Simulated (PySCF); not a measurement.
Molecule: Si(Cl)4, SMILES Cl[Si](Cl)(Cl)Cl (Cl4Si). Atoms near the plane z = 0.0 Å, at the PBE0/def2-SVP optimised geometry (x, y, z in Å): Si2 (-0.7, -1.0, 0.0), Cl3 (-1.4, 1.0, 0.0), Cl4 (1.4, -1.0, 0.0).

Calculation: PBE0/def2-TZVP (PySCF). Cells within 0.4 Å of a nucleus heavier than hydrogen are left out (blank, or x). The values are rescaled to run from 0 to 1.

```
|000000000000000000000000000|
|000000011110000000000000000|
|000011222221100000000000000|
|000122333333211000000000000|
|001233445444322100000000000|
|012345566655432100000000000|
|123456677776543210000000000|
|123567788877654221000000000|
|23456789x987654322111000000|
|2345788xxx88754332222210000|
|2345788xxx88754433333321100|
|234567899887655445554432100|
|134567788887665566665543210|
|123456778877666677776654320|
|123445677777767778887764321|
|012345567899777888998765421|
|0123445679xx97788xxx8865421|
|0123445679xx97788xxx8865421|
|012345566899877889x98765421|
|012345566777667788888764321|
|012344566666666677777654321|
|012334555665555566666543210|
|012234455555444455554432100|
|001233444444433334443321100|
|001223334433322222222211000|
|000122233332221111111100000|
|000011222222110000000000000|
```
Scale: ten equal steps from 0.000 (start of '0') to 1.00 (end of '9'), in the order '0123456789'; x runs from -3.50 to 3.50, y from -3.50 (bottom) to 3.50 (top).

### Question
Which quantity is mapped?
A. log10 of the electron density
B. electrostatic potential
C. deformation density (molecule minus spherical neutral atoms)
D. Laplacian of the electron density

### Answer
A, log10 of the electron density. In full: log10 of the electron density (e/bohr³), floored at −4.
